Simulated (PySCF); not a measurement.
Gas-phase reaction: 2 SiF₄ + Si₂H₆ = 4 SiHF₂ + H₂

Method: PySCF energies plus ideal-gas RRHO corrections (1 bar). † marks an energy on the PBE0/def2-TZVP geometry and frequencies; other levels use their own. MP2 and CCSD(T) freeze the core. 6-31G* has spherical d functions here. Open shells (unrestricted): SiHF₂ (multiplicity 2); the rest are closed-shell singlets. SiHF₂: computed as isolated molecules; such fragments, hydroxides, amides, oligomers or adducts are transient or little studied in the gas. MP2 isn't extrapolated to the basis-set limit; its ΔH°(298 K) is 779.1 kJ in def2-SVP and 782.4 kJ in def2-TZVPP. CCSD(T) isn't extrapolated to the basis-set limit; its ΔH°(298 K) is 787.7 kJ in def2-SVP and 798.8 kJ in def2-TZVPP. The harmonic model lacks anharmonicity and excited electronic states, which grow with temperature; levels with a mode under 35 cm⁻¹ are left out. Internal rotation in Si₂H₆ is treated as a harmonic vibration of one conformer, which makes the entropy rough.

```
level                ΔE electronic, kJ  ΔH°(298 K), kJ  ΔS°(298 K), J/K  ΔG°(1600 K), kJ
-------------------  -----------------  --------------  ---------------  ---------------
CCSD(T)/def2-TZVPP†                820             799              377              209
HF/6-31G*                          715             695              380              101
HF/def2-TZVP†                      672             651              377               62
M06-2X/def2-TZVP†                  781             760              377              170
MP2/def2-SVP†                      800             779              377              190
PBE0/def2-SVP†                     784             763              377              174
r2SCAN/def2-TZVP†                  758             737              377              148
LDA/def2-TZVP†                     837             816              377              227
```
ΔH° is lowest at HF/def2-TZVP† and highest at LDA/def2-TZVP†. No reference value is set beside these.
